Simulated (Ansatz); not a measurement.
**A ladder of methods for AlHF (SMILES [F][AlH])**

AlHF: 3 atoms, total charge 0, spin state doublet. SMILES: `[F][AlH]`. The shape is that of a PBE0-D4/def2-TZVP optimisation.

| atom | x (Å) | y (Å) | z (Å) |
| --- | --- | --- | --- |
| F | 0.9071 | 0.8932 | 0.5856 |
| Al | -0.4325 | 0.3180 | -0.1995 |
| H | -0.4854 | -1.2761 | -0.3993 |

Each level gives the energy change with the F1–Al2 bond stretched from 1.656 to 3.312 Å (eV). The values are calculated.

```json
{"level": "UHF/STO-3G", "kind": "Hartree–Fock", "program": "Ansatz", "value (eV)": "2.82", "less FCI/STO-3G": "-0.35"}
{"level": "UBHLYP/STO-3G", "kind": "global hybrid", "program": "Ansatz", "value (eV)": "3.97", "less FCI/STO-3G": "+0.80"}
{"level": "UB2PLYP/STO-3G", "kind": "double hybrid", "program": "Ansatz", "value (eV)": "3.99", "less FCI/STO-3G": "+0.82"}
{"level": "RPA@PBE/STO-3G", "kind": "RPA", "program": "Ansatz", "value (eV)": "2.87", "less FCI/STO-3G": "-0.30"}
{"level": "UMP2/STO-3G", "kind": "perturbation theory", "program": "Ansatz", "value (eV)": "3.16", "less FCI/STO-3G": "-0.01"}
{"level": "UBCCD(T)/STO-3G", "kind": "coupled cluster or CI", "program": "Ansatz", "value (eV)": "3.15", "less FCI/STO-3G": "-0.02"}
{"level": "UCCSD(T)/STO-3G", "kind": "coupled cluster or CI", "program": "Ansatz", "value (eV)": "3.15", "less FCI/STO-3G": "-0.02"}
{"level": "FCI/STO-3G", "kind": "exact in the basis", "program": "Ansatz", "value (eV)": "3.17", "less FCI/STO-3G": "0.00"}
```

FCI/STO-3G is exact within its basis and frozen core, so for wave-function methods in that basis the difference is their error; functionals converge differently with the basis, so for them it is only a difference. The first shape isn't each level's own minimum. The values span 2.82 to 3.99 eV. All rows use very small basis sets, so none should be taken for the real molecule's value.
